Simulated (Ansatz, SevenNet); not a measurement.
Lattice parameter a (Å) of 26 elemental solids other than molecular ones, computed with the machine-learned potential SevenNet-0 (trained on PBE and PBE+U data) and with r²SCAN (Ansatz, a first-principles code, plane waves, PAW). The set holds measured phases with no doubt noted on the run or the magnetic state but for the caveats below. 19 more of the class have both values but aren't in it, for one of these reasons: built or high-temperature cells, doubts on the run or the magnetic state, unlike cells, values of zero, layered or molecular crystals, cells that aren't cubic. Solids without a value at one level (not run, failed, or a magnetic order lost), or held back for tests, aren't counted.

All rows, in order of the shift (worked out from unrounded values):

| solid | SevenNet-0 | r²SCAN | shift (%) |
|---|---|---|---|
| fcc Ag | 4.167 | 4.104 | -1.52 |
| diamond-structure Ge | 5.750 | 5.675 | -1.31 |
| fcc Rh | 3.849 | 3.800 | -1.28 |
| fcc Pd | 3.955 | 3.908 | -1.18 |
| grey tin (α-Sn) | 6.643 | 6.566 | -1.16 |
| fcc Al | 4.038 | 3.992 | -1.14 |
| fcc Au | 4.171 | 4.125 | -1.11 |
| fcc Cu | 3.613 | 3.577 | -0.99 |
| fcc Pt | 3.979 | 3.940 | -0.97 |
| fcc Pb | 5.038 | 4.994 | -0.89 |
| fcc Ir | 3.878 | 3.844 | -0.87 |
| fcc Ni | 3.505 | 3.478 | -0.76 |
| bcc W | 3.190 | 3.169 | -0.67 |
| bcc V | 2.999 | 2.982 | -0.55 |
| bcc Mo | 3.167 | 3.151 | -0.52 |
| bcc Nb | 3.320 | 3.303 | -0.49 |
| bcc Ta | 3.320 | 3.305 | -0.47 |
| diamond-structure Si | 5.463 | 5.444 | -0.35 |
| diamond | 3.571 | 3.560 | -0.31 |
| bcc K | 5.330 | 5.348 | +0.34 |
| bcc Na | 4.205 | 4.223 | +0.43 |
| bcc Ba | 5.036 | 5.070 | +0.69 |
| bcc Fe | 2.846 | 2.866 | +0.71 |
| fcc Ca | 5.524 | 5.568 | +0.79 |
| fcc Sr | 6.033 | 6.101 | +1.13 |
| bcc Li | 3.428 | 3.477 | +1.42 |

The shift from SevenNet-0 to r²SCAN has a median of -0.61 %, and eight in ten lie between -1.23 % and +0.75 %; r²SCAN is the larger in 7 of 26.

Ansatz's runs of these crystals have no spin polarisation, but for bcc Fe, fcc Ni. Meta-GGA and hybrid levels favour moments, which can bear on fcc Pd, bcc Fe, bcc V, fcc Pt, fcc Rh, fcc Ni.

Density-functional runs with spin start from parallel moments for bcc Fe, parallel moments for fcc Ni.

Spin–orbit coupling is left out, also for the solids with elements from indium on (bcc Ta, fcc Pt, bcc Ba, grey tin (α-Sn), bcc W, fcc Ir, fcc Pb, fcc Au); its size isn't shown.

Ansatz's density-functional and Hartree–Fock values are scalar-relativistic unless marked +SOC, with PAW data made under PBE.
